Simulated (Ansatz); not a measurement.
Reaction (atomization): `C1CC2=C1CC2` → 6 C• + 8 H•

Gas-phase electronic energies from Ansatz, PBE0-D4/def2-TZVP geometries. CBS: MP2 limit from def2 TZ/QZ plus the TZ coupled-cluster correction, frozen cores. This one scheme is used for every species, atoms too. DFT in def2-TZVPP. B3LYP here is the variant with VWN-RPA as its local correlation; programs differ in this. HSE06 is defined as in plane-wave codes. Open shells (•) are unrestricted, without spin–orbit coupling. Spin–orbit coupling would lower the free atoms: a little for C.

```tsv
level	ΔE (kJ/mol)	difference from CCSD(T)/CBS
LDA (SPW92)	6825.0	933.8
PBE-D4	6099.9	208.7
revPBE-D4	5948.8	57.6
BLYP-D4	5882.5	-8.7
r2SCAN-D4	5927.5	36.3
B97M-V	5920.0	28.8
PBE0-D4	5998.8	107.6
B3LYP-D4	5897.0	5.8
r2SCANh-D4	5898.3	7.1
r2SCAN0-D4	5857.0	-34.2
HSE06-D4	6003.6	112.4
CAM-B3LYP-D4	5920.0	28.8
ωB97X-V	5915.5	24.3
ωB97M-V	5926.2	35.0
B2PLYP	5847.1	-44.1
PBE-QIDH	5935.0	43.8
PBE	6072.6	181.4
revPBE	5855.0	-36.2
r2SCAN	5920.5	29.3
PBE0	5976.0	84.8
B3LYP	5853.5	-37.7
r2SCANh	5891.0	-0.2
r2SCAN0	5849.0	-42.2
HSE06	5982.6	91.4
BHLYP	5695.0	-196.2
CAM-B3LYP	5897.2	6.0
LC-ωPBE	5942.1	50.9
HF/def2-SVP	4419.2	-1472.0
MP2/def2-SVP	5766.9	-124.3
CCSD/def2-SVP	5610.9	-280.3
CCSD(T)/def2-SVP	5682.4	-208.8
HF/def2-TZVPP	4324.3	-1566.9
MP2/def2-TZVPP	5877.6	-13.6
SCS-MP2/def2-TZVPP	5823.8	-67.4
CCSD/def2-TZVPP	5660.5	-230.7
HF/def2-QZVPP	4328.9	-1562.3
MP2/def2-QZVPP	5955.5	64.3
HF/CBS(def2)	4329.7	-1561.5
MP2/CBS(def2)	6010.5	119.3
CCSD/CBS(def2)	5793.5	-97.7
CCSD(T)/CBS	5891.2	0
```

(1) What do rigid-rotor, harmonic-oscillator terms from PBE0-D4/def2-TZVP frequencies (298.15 K, 1 bar) make of the CCSD(T)/CBS value? (An estimate is asked.)

Largest T1 diagnostic among the species: 0.010.

## Answers

(1) Ansatz gave: ΔZPE = -317.2 kJ/mol, ΔH = +5643.7 kJ/mol, ΔS = 1567 J/(mol·K), ΔG = +5176.7 kJ/mol. Open shells count their whole term as degenerate.

In def2-TZVPP, CCSD(T) changes the Hartree–Fock value by +1433.9 kJ/mol (the triples alone add +97.6 kJ/mol) and MP2 by +1553.2 kJ/mol; breaking electron pairs costs correlation energy, which Hartree–Fock lacks. The D4 term adds +43.5 kJ/mol with B3LYP and +22.9 kJ/mol with PBE0; it sums over pairs of atoms, weighted by their polarisabilities, and B3LYP, whose exchange is more repulsive, gets the larger term. From r2SCAN to r2SCAN0 (25 % exact exchange), in def2-TZVPP and without D4, ΔE moves by −71.5 kJ/mol: exact exchange takes away binding that semilocal exchange gives to molecules.

For atomizations the MP2-based limit and the directly extrapolated one differ by several kJ/mol either way, and by 10 to 25 for some Ge, Se and Sn compounds, so smaller differences from it don't rank the levels.
